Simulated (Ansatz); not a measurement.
`CC(O)(F)C=N` + H₂ → `CC(F)C=N` + H₂O  (hydrogenolysis of a C–O bond)

Isolated molecules relaxed with PBE0-D4/def2-TZVP in Ansatz; ΔE leaves out vibrations. CBS: MP2 limit from def2 TZ/QZ plus the TZ coupled-cluster correction, frozen cores. This one scheme is used for every species. DFT in def2-TZVPP. One conformer a species, not always the lowest.

`CC(O)(F)C=N`:

Z-matrix (Å, degrees):
```
C
C 1 1.505
H 1 1.090 2 110.1
H 1 1.091 2 108.9 3 119.4
H 1 1.090 2 110.0 3 -120.5
O 2 1.381 1 108.5 3 -64.7
F 2 1.389 1 108.5 3 177.0
C 2 1.518 1 112.8 3 58.0
H 6 0.964 2 108.9 1 174.0
N 8 1.258 2 126.8 1 119.3
H 8 1.094 2 113.9 1 -62.2
H 10 1.023 8 109.9 2 -1.6
```

H₂:

Cartesian coordinates in Å:
```
H -0.182 -0.003 0.326
H 0.182 0.003 -0.326
```

`CC(F)C=N`:

Cartesian coordinates in Å:
```
C 0.257 1.337 0.119
C 0.309 -0.053 -0.470
F 1.518 -0.644 -0.148
C -0.816 -0.921 0.021
N -0.711 -2.000 0.661
H -0.687 1.822 -0.140
H 0.335 1.289 1.207
H 1.076 1.943 -0.270
H 0.259 -0.004 -1.566
H -1.817 -0.544 -0.215
H 0.277 -2.225 0.802
```

H₂O:

Cartesian coordinates in Å:
```
O -0.046 0.081 0.378
H 0.113 0.701 -0.337
H -0.067 -0.782 -0.040
```

```json
{"level": "PBE-D4", "ΔE (kJ/mol)": "-51.1", "difference from CCSD(T)/CBS": "9.3"}
{"level": "r2SCAN-D4", "ΔE (kJ/mol)": "-47.8", "difference from CCSD(T)/CBS": "12.6"}
{"level": "ωB97M-V", "ΔE (kJ/mol)": "-52.1", "difference from CCSD(T)/CBS": "8.3"}
{"level": "r2SCAN", "ΔE (kJ/mol)": "-48.8", "difference from CCSD(T)/CBS": "11.6"}
{"level": "PBE0", "ΔE (kJ/mol)": "-59.6", "difference from CCSD(T)/CBS": "0.8"}
{"level": "MP2/def2-TZVPP", "ΔE (kJ/mol)": "-57.1", "difference from CCSD(T)/CBS": "3.3"}
{"level": "SCS-MP2/def2-TZVPP", "ΔE (kJ/mol)": "-58.6", "difference from CCSD(T)/CBS": "1.8"}
{"level": "MP2/def2-QZVPP", "ΔE (kJ/mol)": "-60.1", "difference from CCSD(T)/CBS": "0.3"}
{"level": "SCS-MP2/def2-QZVPP", "ΔE (kJ/mol)": "-61.7", "difference from CCSD(T)/CBS": "-1.3"}
{"level": "CCSD/CBS(def2)", "ΔE (kJ/mol)": "-65.4", "difference from CCSD(T)/CBS": "-5.0"}
{"level": "CCSD(T)/CBS", "ΔE (kJ/mol)": "-60.4", "difference from CCSD(T)/CBS": "0"}
```

Largest T1 diagnostic among the species: 0.012.

In def2-TZVPP, CCSD(T) changes the Hartree–Fock value by +12.8 kJ/mol (the triples alone add +4.9 kJ/mol) and MP2 by +11.7 kJ/mol. From PBE to PBE0 (25 % exact exchange), in def2-TZVPP and without D4, ΔE moves by −4.7 kJ/mol. The D4 term adds +6.1 kJ/mol with B3LYP and +3.3 kJ/mol with PBE0; it sums over pairs of atoms, weighted by their polarisabilities, and B3LYP, whose exchange is more repulsive, gets the larger term.

B3LYP here is the variant with VWN-RPA as its local correlation; programs differ in this.
